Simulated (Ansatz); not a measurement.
`F/C=C\CF` + H₂ → `C=CCF` + H–F at 298.15 K and 1 bar (hydrogenolysis of a C–F bond).

Isolated molecules relaxed with PBE0-D4/def2-TZVP in Ansatz; ΔE leaves out vibrations. CCSD(T)/CBS is the MP2 limit (def2-TZVPP, def2-QZVPP) plus CCSD(T) − MP2 in def2-TZVPP, frozen cores. This one scheme is used for every species. Each species was taken in one conformer, which may not be the lowest.

| species | CCSD(T)/CBS energy (Eh) | H − E (kJ/mol) | S (J/(mol·K)) |
| --- | --- | --- | --- |
| `F/C=C\CF` | -316.10621 | 189.7 | 308.9 |
| H₂ | -1.17544 | 35.1 | 130.4 |
| `C=CCF` | -216.92453 | 206.2 | 283.4 |
| H–F | -100.39570 | 33.5 | 173.6 |

H − E and S are ideal-gas, rigid-rotor, harmonic terms from PBE0-D4/def2-TZVP, for one conformer and one mirror image of each species. The MP2-based limit puts H₂ 0.8 mEh under its directly extrapolated value; such offsets cancel only in part. 1 Eh = 2625.50 kJ/mol, R = 8.31446 J/(mol·K).

By hand: ΔE, ΔH, ΔS and ΔG.

ΔE = (-216.92453) + (-100.39570) − (-316.10621) − (-1.17544) = -0.03858 Eh = -101.3 kJ/mol. Δ(H − E) = 206.2 + 33.5 − 189.7 − 35.1 = 14.9, so ΔH = -86.4 kJ/mol. ΔS = 283.4 + 173.6 − 308.9 − 130.4 = 17.7 J/(mol·K). ΔG = -86.4 − 298.15 × (17.7)/1000 = -91.7 kJ/mol.

By hand: the equilibrium constant, and the temperature at which ΔG would vanish if ΔH and ΔS stayed fixed.

log₁₀ K = −ΔG/(RT ln 10) = 16.1. ΔH and −TΔS have one sign here, so there is no such temperature.

ΔH outweighs TΔS. A doubt of 5 kJ/mol in ΔE shifts log₁₀ K by 0.9 here. Other conformers and mirror images would add mixing entropy, several J/(mol·K) or more a flexible species. These are equilibria of isolated gas molecules and say nothing of rates. Largest T1 diagnostic: 0.012 (customary marks: 0.02 for closed shells, 0.045 for open ones).
